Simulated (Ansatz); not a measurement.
# Dissociation curves of MgH (SMILES [MgH])

The species is MgH (2 atoms), meant as a doublet with charge 0. As SMILES, `[MgH]`. The coordinates come from a PBE0-D4/def2-TZVP relaxation.

```xyz
2

Mg   -0.7427    0.2438   -0.3857
H     0.7427   -0.2438    0.3857
```

The Mg1–H2 distance is scanned; the parts on either side stay rigid. Basis 6-31G, 1 core orbital frozen in the correlated methods; program Ansatz 0.2.0. FCI is exact within this basis and core. Energies in eV from each method's value at 1.743 Å; open shells run as named. The shape above is that at 1.743 Å.

```tsv
distance (Å)	UPBE	U-wB97X	U-wB97M-V	UCCSD(T)	UCCSDT	UCCSDT(Q)	UCCSDTQ	FCI
1.743	0.00	0.00	0.00	0.00	0.00	0.00	0.00	0.00
2.179	0.32	0.39	0.38	0.26	0.26	0.26	0.26	0.26
2.615	0.84	0.96	0.90	0.66	0.66	0.66	0.66	0.66
3.487	1.29	1.31	1.18	0.82	0.82	0.82	0.82	0.82
4.358	1.32	1.29	1.19	0.81	0.81	0.81	0.81	0.81
```

Departure from the FCI curve at its largest: UPBE +0.51 eV at 4.36 Å; U-wB97X +0.49 eV at 3.49 Å; U-wB97M-V +0.38 eV at 4.36 Å; UCCSD(T) -0.01 eV at 4.36 Å; UCCSDT within 0.005 eV; UCCSDT(Q) within 0.005 eV; UCCSDTQ within 0.005 eV. For the functionals part of the departure is owed to the small basis.
